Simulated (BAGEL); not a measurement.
# A workflow on CH3Al (SMILES C[Al])

Wanted: the energy (HF/6-31G*), then a single-point energy (NEVPT2(2,2)/6-31G*), then the energy (CASPT2(2,2)/6-31G*) of CH3Al. 

Program for the calculation: BAGEL 1.2.2.

1 further run of the same task is left out (set aside as unsound or not needed).

### Step 1. The molecule

The species is CH3Al (5 atoms), meant as a singlet with charge 0. As SMILES, `C[Al]`. One bond was lengthened or shortened from a relaxed shape.

Bond lengths: C1–Al2 1.988 Å, C1–H3 1.098 Å, C1–H4 1.098 Å, C1–H5 0.933 Å. Angles: Al2–C1–H3 111.8°, Al2–C1–H4 111.8°, Al2–C1–H5 111.8°, H3–C1–H4 107.1°, H3–C1–H5 107.1°, H4–C1–H5 107.1°.

### Step 2. The energy at HF/6-31G(d) (density fitting with svp-jkfit, spherical functions) (run 1)

Input file hf.json:

```json
{ "bagel": [

{
  "title": "molecule",
  "basis": "6-31gs.json",
  "df_basis": "svp-jkfit",
  "angstrom": "true",
  "geometry": [
    { "atom": "C", "xyz": [   -0.262404,    0.018005,   -0.011002 ] },
    { "atom": "Al", "xyz": [    1.441506,    0.764755,   -0.712232 ] },
    { "atom": "H", "xyz": [   -0.361924,   -1.051945,   -0.236772 ] },
    { "atom": "H", "xyz": [   -0.336284,    0.125405,    1.079268 ] },
    { "atom": "H", "xyz": [   -1.005630,    0.445840,   -0.379270 ] }
  ]
},
{ "title": "hf" },
{ "title": "print", "file": "orbitals.molden", "orbitals": "true" }

]}
```

The basis set 6-31G* is read from a file made from the Basis Set Exchange's data (not shown).

Started as:

```bash
$ BAGEL_NUM_THREADS=1 BAGEL hf.json > hf.out
```

What it wrote:

```text
* using 1 threads per process

  ===============================================================
  ===============================================================

  *** Geometry ***

  { "atom" : "C", "xyz" : [     -0.495872,      0.034025,     -0.020791 ] },
  { "atom" : "Al", "xyz" : [      2.724052,      1.445178,     -1.345923 ] },
  { "atom" : "H", "xyz" : [     -0.683937,     -1.987888,     -0.447434 ] },
  { "atom" : "H", "xyz" : [     -0.635485,      0.236981,      2.039521 ] },
  { "atom" : "H", "xyz" : [     -1.900365,      0.842515,     -0.716716 ] },

  Number of auxiliary basis functions:      257

  Since a DF basis is specified, we compute 2- and 3-index integrals:
    o Being stored without compression. Storage requirement is 0.003 GB

  Number of basis functions:       38
  Number of electrons      :       22

    * METHOD: MOLECULE                             0.05

  *** RHF ***

  === Nuclear Repulsion ===
    38.9396382671

      * DIIS with orbital gradients will be used.

  === RHF iteration (6-31gs.json) ===
      0       -281.35471232          0.02628068           0.01
      1       -281.44139179          0.01272929           0.01
      2       -281.46174355          0.00189775           0.01
      3       -281.46291747          0.00030804           0.01
      4       -281.46295549          0.00008871           0.01
      5       -281.46295820          0.00001918           0.01
      6       -281.46295832          0.00000382           0.01
      7       -281.46295833          0.00000074           0.01
      8       -281.46295833          0.00000022           0.01
      9       -281.46295833          0.00000008           0.01
     10       -281.46295833          0.00000003           0.01
     11       -281.46295833          0.00000001           0.01
    * SCF iteration converged.

    * Permanent dipole moment:
           (    0.383297,     0.143278,    -0.135637) a.u.

    * METHOD: HF                                   0.11

    * METHOD: PRINT                                0.00

  ===============================================================
```

Run time: 0.4 s. Hardware: 1 thread of Arm Neoverse V2, shared host; peak memory 0.083 GiB.

### Step 3. A single-point energy at NEVPT2(2,2)/6-31G(d) (density fitting with svp-jkfit, spherical functions) (run 2)

Input file input.json:

```json
{ "bagel": [

{
  "title": "molecule",
  "basis": "6-31gs.json",
  "df_basis": "svp-jkfit",
  "angstrom": "true",
  "geometry": [
    { "atom": "C", "xyz": [   -0.262404,    0.018005,   -0.011002 ] },
    { "atom": "Al", "xyz": [    1.441506,    0.764755,   -0.712232 ] },
    { "atom": "H", "xyz": [   -0.361924,   -1.051945,   -0.236772 ] },
    { "atom": "H", "xyz": [   -0.336284,    0.125405,    1.079268 ] },
    { "atom": "H", "xyz": [   -1.005630,    0.445840,   -0.379270 ] }
  ]
},
{
  "title": "hf"
},
{
  "title": "nevpt2",
  "nstate": 1,
  "nact": 2,
  "nclosed": 10,
  "active": [7, 20],
  "maxiter": 200,
  "natocc": "true",
  "ncore": 6
},
{
  "title": "print",
  "file": "orbitals.molden",
  "orbitals": "true"
}

]}
```

The basis set 6-31G* is read from a file made from the Basis Set Exchange's data (not shown).

Started as:

```bash
$ BAGEL_NUM_THREADS=1 BAGEL input.json > input.out
```

What it wrote:

```text
* using 1 threads per process

  ===============================================================
  ===============================================================

  *** Geometry ***

  { "atom" : "C", "xyz" : [     -0.495872,      0.034025,     -0.020791 ] },
  { "atom" : "Al", "xyz" : [      2.724052,      1.445178,     -1.345923 ] },
  { "atom" : "H", "xyz" : [     -0.683937,     -1.987888,     -0.447434 ] },
  { "atom" : "H", "xyz" : [     -0.635485,      0.236981,      2.039521 ] },
  { "atom" : "H", "xyz" : [     -1.900365,      0.842515,     -0.716716 ] },

  Number of auxiliary basis functions:      257

  Since a DF basis is specified, we compute 2- and 3-index integrals:
    o Being stored without compression. Storage requirement is 0.003 GB

  Number of basis functions:       38
  Number of electrons      :       22

    * METHOD: MOLECULE                             0.05

  *** RHF ***

  === Nuclear Repulsion ===
    38.9396382671

      * DIIS with orbital gradients will be used.

  === RHF iteration (6-31gs.json) ===
      0       -281.35471232          0.02628068           0.00
      1       -281.44139179          0.01272929           0.01
      2       -281.46174355          0.00189775           0.01
      3       -281.46291747          0.00030804           0.01
      4       -281.46295549          0.00008871           0.01
      5       -281.46295820          0.00001918           0.01
      6       -281.46295832          0.00000382           0.01
      7       -281.46295833          0.00000074           0.01
      8       -281.46295833          0.00000022           0.01
      9       -281.46295833          0.00000008           0.01
     10       -281.46295833          0.00000003           0.01
     11       -281.46295833          0.00000001           0.01
    * SCF iteration converged.

    * Permanent dipole moment:
           (    0.383297,     0.143278,    -0.135637) a.u.

    * METHOD: HF                                   0.11

    * freezing 6 orbitals
  ---------------------------
      CASSCF calculation
  ---------------------------

    ==== Active orbitals : =====
         Orbital 7
         Orbital 20
    ============================

    * nstate   :      1
    * nclosed  :     10
    * nact     :      2
    * nvirt    :     26
  === CASSCF iteration (6-31gs.json) ===

    * Using the second-order algorithm

      0  0      -281.46304498     3.99e-05      0.00

      1  0      -281.46361035     2.30e-04      0.02

      2  0      -281.47247923     9.29e-04      0.03

      3  0      -281.47443052     4.73e-04      0.04

      4  0      -281.47449474     5.31e-05      0.04

      5  0      -281.47449582     1.22e-05      0.04

      6  0      -281.47449584     3.01e-06      0.04

      7  0      -281.47449584     7.79e-07      0.04

      8  0      -281.47449584     2.06e-07      0.04

      9  0      -281.47449584     5.49e-08      0.03

     10  0      -281.47449584     1.47e-08      0.03

     11  0      -281.47449584     3.92e-09      0.03

    * Second-order optimization converged. *

     guess   0:   closed 1.                   open ..

  === FCI iteration ===

      0  0      -281.46289711     8.49e-02      0.00
      1  0      -281.47449432     7.27e-04      0.00
      2  0 *    -281.47449584     9.72e-16      0.00

     * ci vector, state   0, <S^2> = 0.0000
       2.     0.9976723147
       .2    -0.0681905596

  === DF-NEVPT2 calculation ===

    * 3-index integral transformation done
    * assembly done

      NEVPT2 correlation energy:   -0.1595030429      0.01

          (+0)     -0.1139883557
          (+0)'    -0.0130555294
          (+1)     -0.0026251908
          (+1)'    -0.0000000000
          (+2)     -0.0001614285
          (-1)     -0.0229912831
          (-1)'     0.0000000000
          (-2)     -0.0066812555

      NEVPT2 total energy:       -281.6339988874

    * METHOD: NEVPT2                               0.41

    * METHOD: PRINT                                0.00

  ===============================================================
```

Run time: 0.8 s. Hardware: 1 thread of Arm Neoverse V2, shared host; peak memory 0.14 GiB.

### Step 4. The energy at CASPT2(2,2)/6-31G(d) (density fitting with svp-jkfit, spherical functions) (run 3)

Input file job.json:

```json
{ "bagel" : [

{
  "title" : "molecule",
  "basis" : "6-31gs.json",
  "df_basis" : "svp-jkfit",
  "angstrom" : true,
  "geometry" : [
    { "atom" : "C", "xyz" : [   -0.262404,    0.018005,   -0.011002 ] },
    { "atom" : "Al", "xyz" : [    1.441506,    0.764755,   -0.712232 ] },
    { "atom" : "H", "xyz" : [   -0.361924,   -1.051945,   -0.236772 ] },
    { "atom" : "H", "xyz" : [   -0.336284,    0.125405,    1.079268 ] },
    { "atom" : "H", "xyz" : [   -1.005630,    0.445840,   -0.379270 ] }
  ]
},
{ "title" : "hf" },
{ "title" : "casscf", "nstate" : 1, "nact" : 2, "nclosed" : 10, "active" : [7, 20], "maxiter" : 200, "natocc" : true },
{ "title" : "print", "file" : "orbitals.molden", "orbitals" : true },
{ "title" : "smith", "method" : "caspt2", "ms" : true, "xms" : true, "sssr" : true, "shift" : 0.2, "shift_imag" : true, "ncore" : 6 }

]}
```

The basis set 6-31G* is read from a file made from the Basis Set Exchange's data (not shown).

Started as:

```bash
$ BAGEL_NUM_THREADS=1 BAGEL job.json > job.out
```

What it wrote:

```text
* using 1 threads per process

  ===============================================================
  ===============================================================

  *** Geometry ***

  { "atom" : "C", "xyz" : [     -0.495872,      0.034025,     -0.020791 ] },
  { "atom" : "Al", "xyz" : [      2.724052,      1.445178,     -1.345923 ] },
  { "atom" : "H", "xyz" : [     -0.683937,     -1.987888,     -0.447434 ] },
  { "atom" : "H", "xyz" : [     -0.635485,      0.236981,      2.039521 ] },
  { "atom" : "H", "xyz" : [     -1.900365,      0.842515,     -0.716716 ] },

  Number of auxiliary basis functions:      257

  Since a DF basis is specified, we compute 2- and 3-index integrals:
    o Being stored without compression. Storage requirement is 0.003 GB

  Number of basis functions:       38
  Number of electrons      :       22

    * METHOD: MOLECULE                             0.05

  *** RHF ***

  === Nuclear Repulsion ===
    38.9396382671

      * DIIS with orbital gradients will be used.

  === RHF iteration (6-31gs.json) ===
      0       -281.35471232          0.02628068           0.01
      1       -281.44139179          0.01272929           0.01
      2       -281.46174355          0.00189775           0.01
      3       -281.46291747          0.00030804           0.01
      4       -281.46295549          0.00008871           0.01
      5       -281.46295820          0.00001918           0.01
      6       -281.46295832          0.00000382           0.01
      7       -281.46295833          0.00000074           0.01
      8       -281.46295833          0.00000022           0.01
      9       -281.46295833          0.00000008           0.01
     10       -281.46295833          0.00000003           0.01
     11       -281.46295833          0.00000001           0.01
    * SCF iteration converged.

    * Permanent dipole moment:
           (    0.383297,     0.143278,    -0.135637) a.u.

    * METHOD: HF                                   0.12

  ---------------------------
      CASSCF calculation
  ---------------------------

    ==== Active orbitals : =====
         Orbital 7
         Orbital 20
    ============================

    * nstate   :      1
    * nclosed  :     10
    * nact     :      2
    * nvirt    :     26
  === CASSCF iteration (6-31gs.json) ===

    * Using the second-order algorithm

      0  0      -281.46304498     3.99e-05      0.00

      1  0      -281.46361035     2.30e-04      0.02

      2  0      -281.47247923     9.29e-04      0.03

      3  0      -281.47443052     4.73e-04      0.04

      4  0      -281.47449474     5.31e-05      0.04

      5  0      -281.47449582     1.22e-05      0.04

      6  0      -281.47449584     3.01e-06      0.04

      7  0      -281.47449584     7.79e-07      0.04

      8  0      -281.47449584     2.06e-07      0.04

      9  0      -281.47449584     5.49e-08      0.03

     10  0      -281.47449584     1.47e-08      0.03

     11  0      -281.47449584     3.92e-09      0.03

    * Second-order optimization converged. *

     guess   0:   closed 1.                   open ..

  === FCI iteration ===

      0  0      -281.46289711     8.49e-02      0.00
      1  0      -281.47449432     7.27e-04      0.00
      2  0 *    -281.47449584     9.72e-16      0.00

     * ci vector, state   0, <S^2> = 0.0000
       2.     0.9976723147
       .2    -0.0681905596

    * METHOD: CASSCF                               0.39

    * METHOD: PRINT                                0.00

  === SMITH program ===

    * freezing 6 orbitals

    * Approximate memory requirement for SMITH calulation per MPI process:
      o Storage requirement for T-amplitude, lambda, and residual is 0.00 GB
      o Storage requirement for MO integrals is 0.00 GB
    * Calculating and saving rdm4f

    * Zeroth order energy : state  0       -1.3182428425

    * CASPT2 iteration is performed using orthogonal basis

      -------------------------------------------  CASPT2 iteration  ---------------------------------------------------
       #      aibj      arbs      arbi      airj      risj      airs      arst      rist         Etot      error   time
      ------------------------------------------------------------------------------------------------------------------

       0  -0.11343  -0.00809  -0.02370  -0.00302  -0.00024  -0.01145  -0.00000  -0.00000   -0.1599143  0.0042461   0.01
       1  -0.11373  -0.00818  -0.02383  -0.00316  -0.00027  -0.01204  -0.00000  -0.00000   -0.1612182  0.0009634   0.01
       2  -0.11377  -0.00819  -0.02383  -0.00317  -0.00027  -0.01207  -0.00000  -0.00000   -0.1613032  0.0002581   0.01
       3  -0.11377  -0.00819  -0.02384  -0.00316  -0.00028  -0.01208  -0.00000  -0.00000   -0.1613079  0.0000694   0.01
       4  -0.11377  -0.00819  -0.02384  -0.00316  -0.00028  -0.01208   0.00000  -0.00000   -0.1613083  0.0000198   0.01
       5  -0.11377  -0.00819  -0.02384  -0.00316  -0.00028  -0.01208  -0.00000  -0.00000   -0.1613084  0.0000048   0.01
       6  -0.11377  -0.00819  -0.02384  -0.00316  -0.00028  -0.01208   0.00000   0.00000   -0.1613084  0.0000016   0.01
       7  -0.11377  -0.00819  -0.02384  -0.00316  -0.00028  -0.01208   0.00000   0.00000   -0.1613084  0.0000004   0.01

      ------------------------------------------------------------------------------------------------------------------

    * CASPT2 energy : state  0     -281.6374331617
        w/o shift correction       -281.6358042102
        reference weight              0.9342679109

    * METHOD: SMITH                                0.08

  ===============================================================
```

Wall time 0.88 s (1 thread of Arm Neoverse V2, shared host); peak memory 0.14 GiB.

### Step 5. Summary of results

| quantity | value |
| --- | --- |
| run 1, HF/6-31G*: total energy | -281.46296 Eh |
| run 1, HF/6-31G*: dipole moment | 1.10 D |
| run 1, HF/6-31G*: HOMO energy | -7.49 eV |
| run 1, HF/6-31G*: LUMO energy | 1.26 eV |
| run 1, HF/6-31G*: HOMO–LUMO gap | 8.75 eV |
| run 2, NEVPT2(2,2)/6-31G*: total energy | -281.63400 Eh |
| run 3, CASPT2(2,2)/6-31G*: total energy | -281.63743 Eh |
